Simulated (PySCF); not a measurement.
An unknown is described by computed data only.

Formula: C4H3N.

- NMR, other nuclei: isotropic shieldings of nuclei other than C and H, by class: -31 (1 N) ppm [GIAO B97-2/pcSseg-2]
- Rotational structure: rotational constants A, B, C: 157.633, 2.062, 2.062 GHz [PBE0-D3(BJ)/def2-SVP]
- Valence photoelectron: vertical ionisation energy: 10.65 eV [ΔSCF wB97X-D/def2-SVPD]
- Couplings: largest of the computed one-bond spin–spin couplings (means over like bonds): 13C–13C +235.5, 13C–13C +175.0, 13C–1H +140.8 (×3), 13C–13C +76.9, 15N–13C -22.3 Hz [B3LYP/pcJ-1]
- 13C NMR: chemical shifts (computed TMS as zero) by class: 110.8 (1 C), 83.3 (1 C), 60.6 (1 C), 5.0 (1 C) ppm [GIAO B97-2/pcSseg-2]
- UV, first state: lowest singlet excitation: 5.13 eV (242 nm, f = 0.000) [TDDFT wB97X-D/def2-SVPD]

The electronic properties come from PySCF, for the isolated species, density fitting. Levels stand in brackets. Isolated species at its PBE0-D3(BJ)/def2-SVP geometry, gas phase. NMR classes are plain means over equivalent atoms (diastereotopic ones count apart unless rotation or inversion swaps them), as if these changed places fast.

Question: Give a SMILES that accounts for the data.

Answer: Numbering: `[CH3:1][C:2]#[C:3][C:4]#[N:5]`. Its formula, C4H3N, gives 4 degrees of unsaturation: 0 rings and 4 π bonds in the structure found. 4 carbons fall into 4 classes; from least to most shielded: nitrile carbon [C4] (110.8 ppm), alkyne carbon [C2] (83.3 ppm), alkyne carbon [C3] (60.6 ppm), propargylic carbon [C1] (5.0 ppm). The other shieldings belong to: -31 ppm, nitrile nitrogen [N5]. The couplings run between: +235.5 Hz, alkyne carbon [C2] and alkyne carbon [C3]; +175.0 Hz, alkyne carbon [C3] and nitrile carbon [C4]; +140.8 Hz, propargylic carbon [C1] and its hydrogen (with 2 like pairs); +76.9 Hz, propargylic carbon [C1] and alkyne carbon [C2]; -22.3 Hz, nitrile nitrogen [N5] and nitrile carbon [C4]. The optimised geometry has point group C3v and is a prolate symmetric top. Structure: `CC#CC#N`. Computed isomers that give other values at the same levels: `N#CC1C=C1` (13C chemical shifts (computed TMS as zero) by class: 128.3 (1 C), 113.9 (2 C), 4.5 (1 C) ppm); `C=C=CC#N` (rotational constant A: 25.852 GHz; this holds for the one conformer computed); `N#CC1=CC1` (rotational constant A: 23.909 GHz; this holds for the one conformer computed). The assignments are read from this structure; whether some other isomer fits the data as well wasn't checked.
